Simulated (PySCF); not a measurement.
ethane (C2H6), SMILES CC. Atoms are numbered in the order given.

```xyz
8

C      0.0000     0.0000    -0.7634
C      0.0000     0.0000     0.7634
H     -0.8824    -0.5094    -1.1597
H      0.8824    -0.5094    -1.1597
H      0.0000     1.0189    -1.1597
H     -0.8824     0.5094     1.1597
H      0.8824     0.5094     1.1597
H      0.0000    -1.0189     1.1597
```

The structure is a stationary point at ωB97X-D3(BJ)/def2-TZVP.

Calculation: PBE/pcJ-1 (PySCF).

Isotropic couplings with Fermi-contact, spin-dipole and both spin-orbit terms, one fixed conformer, no vibrational averaging. Isotopes: 13C, 1H.

Computed spin–spin coupling constants:
```
pair   bonds apart  J (Hz)
-----  -----------  ------
C1–C2            1    30.2
C1–H3            1   120.4
C1–H4            1   120.4
C1–H5            1   120.4
C2–H6            1   120.4
C2–H7            1   120.4
C2–H8            1   120.4
C1–H6            2    -3.1
C1–H7            2    -3.1
C1–H8            2    -3.1
C2–H3            2    -3.1
C2–H4            2    -3.1
C2–H5            2    -3.1
H3–H4            2   -12.1
H3–H5            2   -12.1
H4–H5            2   -12.1
H6–H7            2   -12.1
H6–H8            2   -12.1
H7–H8            2   -12.1
H3–H6            3     3.8
H3–H7            3    16.3
H3–H8            3     3.8
H4–H6            3    16.3
H4–H7            3     3.8
H4–H8            3     3.8
H5–H6            3     3.8
H5–H7            3     3.8
H5–H8            3    16.3
```
